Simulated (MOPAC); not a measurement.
MOPAC input (PM6):

```
PM6 PRECISE GNORM=0.05 LET XYZ UHF MS=0.5 GEO-OK AUX(PRECISION=9) THREADS=1
C4H5

C     0.61723220 1    1.81496136 1   -0.01180263 1
C     0.63017707 1    0.50244316 1   -0.00264856 1
C    -0.56023880 1   -0.34796635 1    0.00166745 1
C    -0.51540923 1   -1.68016968 1    0.01100151 1
H    -0.10835360 1    2.61332352 1   -0.01833770 1
H     1.58697970 1   -0.01948594 1    0.00227373 1
H    -1.51868680 1    0.16047769 1   -0.00316319 1
H     0.42761727 1   -2.21403873 1    0.01598836 1
H    -1.41812403 1   -2.27588747 1    0.01393218 1
```

Output:

```
 *******************************************************************************
 **                                                                           **
 **                              MOPAC v23.2.5                                **
 **                                                                           **
 *******************************************************************************
 ** MOPAC's Digital Object Identifier: https://doi.org/10.5281/zenodo.6511958 **
 **                                                                           **
 ** Please cite the open-source release paper for use of this MOPAC version:  **
 ** J. E. Moussa and J. J. P. Stewart (2026)                                  **
 ** MOPAC: An open-source semiempirical molecular orbital program             **
 ** J. Open Source Softw., 11(119), 8025, https://doi.org/10.21105/joss.08025 **
 *******************************************************************************

                              PM6 CALCULATION RESULTS

 *******************************************************************************
 *  PM6        - The PM6 Hamiltonian to be used
 *  GEO-OK     - OVERRIDE INTERATOMIC DISTANCE AND OTHER SAFETY CHECKS
 *  UHF        - UNRESTRICTED HARTREE-FOCK CALCULATION
 *  MS=        - IN MECI, MAGNETIC COMPONENT OF SPIN =  0.5
 *  LET        - OVERRIDE SOME SAFETY CHECKS
 *  PRECISE    - TIGHTER CRITERIA TO BE USED
 *  XYZ        - CARTESIAN COORDINATE SYSTEM TO BE USED
 *  GNORM      - EXIT WHEN GRADIENT NORM DROPS BELOW 0.050
 *  AUX        - OUTPUT AUXILIARY INFORMATION
 *******************************************************************************
PM6 PRECISE GNORM=0.05 LET XYZ UHF MS=0.5 GEO-OK AUX(PRECISION=9) THREADS=1
 C4H5

   ATOM   CHEMICAL          X               Y               Z
  NUMBER   SYMBOL      (ANGSTROMS)     (ANGSTROMS)     (ANGSTROMS)

     1       C          0.61723220  *   1.81496136  *  -0.01180263  *
     2       C          0.63017707  *   0.50244316  *  -0.00264856  *
     3       C         -0.56023880  *  -0.34796635  *   0.00166745  *
     4       C         -0.51540923  *  -1.68016968  *   0.01100151  *
     5       H         -0.10835360  *   2.61332352  *  -0.01833770  *
     6       H          1.58697970  *  -0.01948594  *   0.00227373  *
     7       H         -1.51868680  *   0.16047769  *  -0.00316319  *
     8       H          0.42761727  *  -2.21403873  *   0.01598836  *
     9       H         -1.41812403  *  -2.27588747  *   0.01393218  *

          CARTESIAN COORDINATES

    NO.       ATOM           X           Y           Z

     1         C          0.6172      1.8150     -0.0118
     2         C          0.6302      0.5024     -0.0026
     3         C         -0.5602     -0.3480      0.0017
     4         C         -0.5154     -1.6802      0.0110
     5         H         -0.1084      2.6133     -0.0183
     6         H          1.5870     -0.0195      0.0023
     7         H         -1.5187      0.1605     -0.0032
     8         H          0.4276     -2.2140      0.0160
     9         H         -1.4181     -2.2759      0.0139

 General Reference for PM6:
 "Optimization of Parameters for Semiempirical Methods V: Modification of NDDO Approximations
 and Application to 70 Elements", J. J. P. Stewart, J. Mol. Mod., 13, 1173-1213 (2007)
 URL: https://link.springer.com/article/10.1007/s00894-007-0233-4

           Empirical Formula: C4 H5  =     9 atoms

      MOLECULAR POINT GROUP   :   Cs

          UHF CALCULATION, NO. OF ALPHA ELECTRONS =   11
                           NO. OF BETA  ELECTRONS =   10

          Geometry optimization using EF

          DIAGONAL MATRIX USED AS START HESSIAN

 CYCLE:     1  GRAD.:   142.782 HEAT:  75.75752
 CYCLE:     2  GRAD.:   296.555 HEAT:  107.8925
 CYCLE:     3  GRAD.:   162.111 HEAT:  80.98438
 CYCLE:     4  GRAD.:   505.622 HEAT:  116.6573
 CYCLE:     5  GRAD.:   346.960 HEAT:  96.12103
 CYCLE:     6  GRAD.:   404.783 HEAT:  109.5462
 CYCLE:     7  GRAD.:   331.386 HEAT:  122.6118
 CYCLE:     8  GRAD.:   334.240 HEAT:  98.85561
 CYCLE:     9  GRAD.:   155.277 HEAT:  78.70480
 CYCLE:    10  GRAD.:   291.916 HEAT:  94.07756
 CYCLE:    11  GRAD.:   283.702 HEAT:  75.31125
 CYCLE:    12  GRAD.:   221.487 HEAT:  85.76655
 CYCLE:    13  GRAD.:   191.886 HEAT:  81.58485
 CYCLE:    14  GRAD.:   173.250 HEAT:  75.47929
 CYCLE:    15  GRAD.:    89.597 HEAT:  72.35711
 CYCLE:    16  GRAD.:    74.615 HEAT:  71.61913
 CYCLE:    17  GRAD.:   155.305 HEAT:  71.24129
 CYCLE:    18  GRAD.:    57.073 HEAT:  70.71418
 CYCLE:    19  GRAD.:    26.220 HEAT:  70.35996
 CYCLE:    20  GRAD.:    32.980 HEAT:  70.27651
 CYCLE:    21  GRAD.:    27.560 HEAT:  70.26346
 CYCLE:    22  GRAD.:     5.908 HEAT:  70.08068
 CYCLE:    23  GRAD.:     5.544 HEAT:  69.92126
 CYCLE:    24  GRAD.:     5.282 HEAT:  69.83446
 CYCLE:    25  GRAD.:     1.797 HEAT:  69.80858
 CYCLE:    26  GRAD.:     1.450 HEAT:  69.80224
 CYCLE:    27  GRAD.:     0.748 HEAT:  69.80154
 CYCLE:    28  GRAD.:     0.280 HEAT:  69.80134
 CYCLE:    29  GRAD.:     0.158 HEAT:  69.80131
 CYCLE:    30  GRAD.:     0.058 HEAT:  69.80130
 CYCLE:    31  GRAD.:     0.068 HEAT:  69.80130
 CYCLE:    32  GRAD.:     0.018 HEAT:  69.80129

     GRADIENT =  0.01782 IS LESS THAN CUTOFF =  0.05000

 -------------------------------------------------------------------------------
 PM6 PRECISE GNORM=0.05 LET XYZ UHF MS=0.5 GEO-OK AUX(PRECISION=9) THREADS=1
 C4H5

     GEOMETRY OPTIMISED USING EIGENVECTOR FOLLOWING (EF).
     SCF FIELD WAS ACHIEVED

                              PM6 CALCULATION
                                                       MOPAC v23.2.5 Linux

          FINAL HEAT OF FORMATION =         69.80129 KCAL/MOL =     292.04862 KJ/MOL

          COSMO AREA              =        105.69 SQUARE ANGSTROMS
          COSMO VOLUME            =         89.04 CUBIC ANGSTROMS

          GRADIENT NORM           =          0.01782          =       0.00594 PER ATOM
          IONIZATION POTENTIAL    =          9.484318 EV
          ALPHA SOMO LUMO (EV)    =         -9.484  0.213
          BETA  SOMO LUMO (EV)    =         -9.612  0.535
          NO. OF ALPHA ELECTRONS  =         11
          NO. OF BETA  ELECTRONS  =         10
          MOLECULAR WEIGHT        =         53.0835         POINT GROUP:  Cs

          MOLECULAR DIMENSIONS (Angstroms)

            Atom       Atom       Distance
            H     9    H     5     5.49505
            H     7    H     6     2.99441
            H     8    H     6     0.00000

          SCF CALCULATIONS        =         33

   ATOM   CHEMICAL          X               Y               Z
  NUMBER   SYMBOL      (ANGSTROMS)     (ANGSTROMS)     (ANGSTROMS)

     1       C          0.50215277  *   1.82283583  *  -0.01201249  *
     2       C          0.58798033  *   0.50396767  *  -0.00271603  *
     3       C         -0.58515914  *  -0.37055302  *   0.00179109  *
     4       C         -0.49429226  *  -1.70615844  *   0.01121089  *
     5       H          0.42614266  *   2.84343885  *  -0.01921946  *
     6       H          1.57272485  *   0.02218895  *   0.00196441  *
     7       H         -1.55515166  *   0.13363646  *  -0.00302550  *
     8       H          0.44093950  *  -2.24623706  *   0.01623049  *
     9       H         -1.35916333  *  -2.35339790  *   0.01455120  *

                             CARTESIAN COORDINATES

   1    C        0.502152768     1.822835827    -0.012012494
   2    C        0.587980330     0.503967674    -0.002716030
   3    C       -0.585159140    -0.370553019     0.001791094
   4    C       -0.494292261    -1.706158435     0.011210890
   5    H        0.426142658     2.843438846    -0.019219463
   6    H        1.572724845     0.022188947     0.001964413
   7    H       -1.555151656     0.133636460    -0.003025500
   8    H        0.440939496    -2.246237062     0.016230485
   9    H       -1.359163327    -2.353397901     0.014551199

           Empirical Formula: C4 H5  =     9 atoms

      MOLECULAR POINT GROUP   :   Cs

          ALPHA EIGENVALUES
 -27.97285 -25.45446 -20.88982 -19.47165 -16.35183 -15.18658 -13.80634 -12.48695
 -12.11443  -9.81897  -9.48432   0.21349   1.98751   4.43555   5.05488   5.39636
   5.83708   5.87814   6.23153   6.44600   6.61162

           BETA EIGENVALUES
 -27.91316 -25.30647 -20.64567 -19.28483 -16.20147 -14.98142 -13.69636 -12.38157
 -12.08579  -9.61195   0.53507   0.78801   2.05944   4.53913   5.25742   5.52344
   5.89186   5.93261   6.22729   6.42615   6.89793

              NET ATOMIC CHARGES AND DIPOLE CONTRIBUTIONS

  ATOM NO.   TYPE          CHARGE      No. of ELECS.   s-Pop       p-Pop
    1          C          -0.222588        4.2226     1.19173     3.03086
    2          C          -0.151567        4.1516     1.09842     3.05314
    3          C          -0.080188        4.0802     1.10211     2.97807
    4          C          -0.343618        4.3436     1.12122     3.22240
    5          H           0.182403        0.8176     0.81760
    6          H           0.165865        0.8341     0.83413
    7          H           0.144214        0.8558     0.85579
    8          H           0.152579        0.8474     0.84742
    9          H           0.152899        0.8471     0.84710
 DIPOLE           X         Y         Z       TOTAL
 POINT-CHG.    -0.050    -0.130     0.001     0.139
 HYBRID         0.043     0.060    -0.000     0.074
 SUM           -0.006    -0.071     0.000     0.071

          ATOMIC ORBITAL ELECTRON POPULATIONS

     Atom    s        px        py        pz
    1  C   1.19173   1.03284   1.02643   0.97158
    2  C   1.09842   1.04948   0.97967   1.02399
    3  C   1.10211   1.03211   0.97735   0.96861
    4  C   1.12122   1.14927   1.03731   1.03582
    5  H   0.81760
    6  H   0.83413
    7  H   0.85579
    8  H   0.84742
    9  H   0.84710

                    (SZ)    =    0.500000
                    (S**2)  =    0.932735

          ATOMIC ORBITAL SPIN POPULATIONS

    Atom   Total    s     px     py     pz
         Atomic
    1  C  1.3737  0.036  0.933  0.045  0.360
    2  C -0.4110 -0.020 -0.035 -0.044 -0.313
    3  C  0.2787  0.021  0.036  0.029  0.193
    4  C -0.2708 -0.008 -0.011 -0.012 -0.240
    5  H -0.0363 -0.036
    6  H  0.0548  0.055
    7  H -0.0094 -0.009
    8  H  0.0093  0.009
    9  H  0.0109  0.011

 **********************
 *                    *
 * JOB ENDED NORMALLY *
 *                    *
 **********************

 == MOPAC DONE ==
```

The determinant is spin-contaminated: <S^2> is 0.93 against 0.75 for a pure state.
